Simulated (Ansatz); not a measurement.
A displaced shape of singlet NH₃:

```yaml
atoms:
  - { symbol: N, position_ang: [-0.0005, -0.0215, 0.0765] }
  - { symbol: H, position_ang: [0.9472, 0.0340, -0.2489] }
  - { symbol: H, position_ang: [-0.5057, 0.8251, -0.2544] }
  - { symbol: H, position_ang: [-0.4459, -0.8553, -0.2864] }
```

It was optimised with HF/def2-SVP in Ansatz (development build ahead of 0.2.0) to forces under 0.001 eV/Å, with restricted orbitals. Each step stands on the lowest determinant of that kind that the program's search found.

(1) What shape does it relax to, and how does the optimisation go?

Answers

(1)

```yaml
atoms:
  - { symbol: N, position_ang: [-0.0049, -0.0108, 0.1031] }
  - { symbol: H, position_ang: [0.9324, 0.0303, -0.2590] }
  - { symbol: H, position_ang: [-0.4946, 0.7887, -0.2607] }
  - { symbol: H, position_ang: [-0.4377, -0.8259, -0.2966] }
```

Bond lengths: N1–H2 1.006 Å, N1–H3 1.006 Å, N1–H4 1.006 Å. Angles: H2–N1–H3 106.9°, H2–N1–H4 106.9°, H3–N1–H4 106.9°.

```tsv
step	E − E(start) (eV)	largest force (eV/Å)
1	0.0000	1.4409
2	-0.0423	0.2872
3	-0.0446	0.0757
4	-0.0448	0.0232
5	-0.0448	0.0028
6	-0.0448	0.0002
```

The optimisation ended after 6 steps with its threshold met.
